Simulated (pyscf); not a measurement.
9 silicon, germanium or tin steps of one kind (hydrogen abstraction, radical): reaction energy in kJ/mol, from the separated reactants or the lowest minimum found. Single points on ωB97X-D3(BJ)/def2-SVP structures (PySCF, gas phase). Functionals in def2-TZVP; the last column is ωB97M-D3(BJ)/def2-TZVP. Rows were drawn at random from the steps of this kind and element class whose saddle was verified and whose references are stable.

| step | PBE | B3LYP-D3(BJ) | M06-2X | ωB97M-D3(BJ) |
|---|---|---|---|---|
| H₃Ge–O–GeH₃ + H• → •H₂Ge–O–GeH₃ + H₂ | ___ | -98.2 | -96.6 | -87.4 |
| H₃C–CH₂–O–SiH₃ + H• → H₃C–CH₂–O–SiH₂• + H₂ | -61.2 | -62.7 | -55.3 | -45.5 |
| PH₃ + •H₂Si–SiH₃ → PH₂• + H₃Si–SiH₃ | -13.5 | -23.4 | -18.6 | -23.5 |
| H₃Si–C(Cl)(Cl)–Cl + H• -> •H₂Si–C(Cl)(Cl)–Cl + H₂ | -56.6 | -58.0 | -56.2 | -41.2 |
| GeH₄ + Cl–SiH•–Cl -> GeH₃• + Cl–SiH₂–Cl | -12.5 | -20.2 | -34.3 | -31.8 |
| H₃Si–O–SiH₃ + F–CH•–F -> •H₂Si–O–SiH₃ + F–CH₂–F | ___ | -40.7 | -49.1 | -39.3 |
| F–Si(SiH₃)(SiH₃)–SiH₃ + CH₃• -> F–Si(SiH₂•)(SiH₃)–SiH₃ + CH₄ | -97.7 | -85.0 | -93.7 | -83.2 |
| •HN–SiH₂–Cl + NH₃ → H₂N–SiH₂–Cl + NH₂• | -8.8 | -15.1 | -18.6 | -17.0 |
| •H₂C–Si(Cl)(Cl)–Cl + H₂ → H₃C–Si(Cl)(Cl)–Cl + H• | -7.7 | +8.6 | -3.5 | -6.7 |

Question: Some entries are withheld; supply them.

Answer: 
- H₃Ge–O–GeH₃ + H• → •H₂Ge–O–GeH₃ + H₂, PBE: -91.6
- H₃Si–O–SiH₃ + F–CH•–F -> •H₂Si–O–SiH₃ + F–CH₂–F, PBE: -47.9

Differences from the last column (kJ/mol): PBE: mean -2.4, median -4.2, mean size 10.8, lower in 6 of 9; B3LYP-D3(BJ): mean -2.1, median -1.4, mean size 8.5, lower in 5 of 9; M06-2X: mean -5.6, median -9.2, mean size 7.4, lower in 7 of 9. PBE is closest for row 9 (1.0 kJ/mol apart) and farthest for row 5 (19.3 kJ/mol). PBE, r²SCAN and M06-2X carry no added dispersion term. The last column is a level with limits of its own. Elements up to Kr have no core potential and no relativistic terms here.
